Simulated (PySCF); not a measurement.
## How methods differ on the ionisation energy of B

B [He] 2s2 2p1 (2P) → B⁺ [He] 2s2 (1S), as a difference of total energies. All numbers are calculated (PySCF 2.14, scalar relativity by spin-free X2C-1e, in ANO-RCC-VTZP (4s3p2d1f, 30 functions)). Correlated levels: valence and next inner shell: nothing frozen. The calculations carry no spin-orbit coupling.

| method | ionisation energy (eV) |
| --- | --- |
| UHF | 8.034 |
| MP2 (valence and next inner shell) | 8.266 |
| CCSD(T) (valence and next inner shell) | 8.214 |
| CCSDT (valence and next inner shell) | 8.226 |

Q: Estimate what SCS-MP2 (valence and next inner shell) gives.

A: 8.227 eV, closest to CCSDT (valence and next inner shell) among the rows shown.

Q: Estimate what CCSD (valence and next inner shell) gives.

A: 8.183 eV, closest to CCSD(T) (valence and next inner shell) among the rows shown.

Errors of the correlated levels include the incompleteness of this basis.

The coupled-cluster amplitudes are large for B⁺ (T1 above 0.03 or a double amplitude above 0.15), so a single reference is strained.

For comparison: 8.297 eV (measured; NIST levels, between the centres of gravity of the two terms).
